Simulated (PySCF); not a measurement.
Species: C4H6N2.
SMILES with atom numbers: `[CH3:1][n:2]1[cH:3][cH:4][cH:5][n:6]1` (hydrogens: H7, H8, H9 on C1; H10 on C3; H11 on C4; H12 on C5)

The closed-shell ground state was solved at several levels (PySCF, density fitting, gas phase, non-relativistic). Isolated species at its PBE0-D3(BJ)/def2-SVP geometry, gas phase.

```json
{"level": "PBE0/aug-cc-pVDZ", "basis functions": "192", "HOMO (eV)": "-7.05", "LUMO (eV)": "-0.08", "gap (eV)": "6.97", "dipole (D)": "2.37"}
{"level": "PBE0/cc-pVDZ", "basis functions": "114", "HOMO (eV)": "-6.86", "LUMO (eV)": "0.78", "gap (eV)": "7.64", "dipole (D)": "2.30"}
{"level": "PBE0/IGLO-III", "basis functions": "270", "HOMO (eV)": "-7.06", "LUMO (eV)": "0.36", "gap (eV)": "7.42", "dipole (D)": "2.38"}
{"level": "PBE0/pcSseg-0", "basis functions": "66", "HOMO (eV)": "-7.24", "LUMO (eV)": "0.58", "gap (eV)": "7.82", "dipole (D)": "2.66"}
```

**Question.** Estimate the row for PBE0/cc-pVTZ, a basis of 264 functions; the other rows only guide the guess.

**Answer.** HOMO -7.00 eV, LUMO 0.54 eV, gap 7.54 eV, dipole 2.33 D.

**Question.** Over all these levels, which gives the widest orbital gap and which the narrowest?

**Answer.** PBE0/pcSseg-0 has the widest, 7.82 eV, and PBE0/aug-cc-pVDZ the narrowest, 6.97 eV. From the narrowest to the widest the HOMO moves by -0.19 eV and the LUMO by +0.66 eV.

**Question.** How much does the basis alone move the frontier levels among the 5 PBE0 rows (the withheld one included)?

**Answer.** The HOMO by 0.38 eV and the LUMO by 0.86 eV. By rising basis size (HOMO, LUMO in eV): pcSseg-0 -7.24, 0.58; cc-pVDZ -6.86, 0.78; aug-cc-pVDZ -7.05, -0.08; cc-pVTZ -7.00, 0.54; IGLO-III -7.06, 0.36.

**Question.** How far do the dipole and the HOMO energy spread over the levels?

**Answer.** The dipole runs from 2.30 to 2.66 D (mean 2.41 D) and the HOMO from -7.24 to -6.86 eV.
